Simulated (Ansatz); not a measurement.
# CHAlO (triplet): wave-function methods side by side, def2-QZVPP

One table from this session's results is given with a row withheld; the runs are named, their logs left out.

Computed with Ansatz 0.2.0, Gaussian basis. Level: def2-QZVPP, core rule «outside noble gas», up to 7 orbitals frozen.

Plan: UHF; ROHF; CCSD(T) on UHF.

2 further runs of the same task are left out: 2 set aside as unsound or not needed.

## What is computed

The geometry is a PBE0/def2-TZVP stationary point (not a proven minimum) of the parent state, kept for this charge and spin.

4 atoms, charge 0, spin multiplicity 3.

Atoms are counted from 1 here; the program's logs count them from 0.

Bond lengths: C1–Al2 1.968 Å, C1–H4 1.105 Å, Al2–O3 1.603 Å. Angles: Al2–C1–H4 113.1°, C1–Al2–O3 169.8°.

The first run:

Input file in.yaml:

```yaml
crystal:
  periodic: [false, false, false]
  atoms:
    - {symbol: C, position_ang: [0.000000, -0.184129, 1.945650]}
    - {symbol: Al, position_ang: [0.000000, 0.064396, -0.006581]}
    - {symbol: O, position_ang: [0.000000, -0.018876, -1.607235]}
    - {symbol: H, position_ang: [0.000000, 0.769929, 2.503856]}
basis:
  gaussian: {orbitals: "def2-QZVPP.json"}
magnetization: {spin_polarized: true, initial_magnetization: 2}
hamiltonian: {xc: hf}
output: {orbitals: {seedname: orbitals}}
```

On the command line:

```
$ ansatz run in.yaml --threads 1 --pin off --events-out ev --progress --plain --max-ram 2393MiB
```

Among the steps run: UHF; ROHF; CCSD(T) on UHF.

One table of the session follows, with a row left open; its other results are not shown here.

```
  method  from UCCSD(T) (kcal/mol)
    ROHF                         ?
     UHF                   +303.16
    UMP2                    +17.59
   UCCSD                    +14.99
UCCSD(T)                         0
```

Q: Estimate the row for ROHF from the others.

As computed: from UCCSD(T) (kcal/mol): +306.82. In the column «from UCCSD(T) (kcal/mol)» it is the highest.
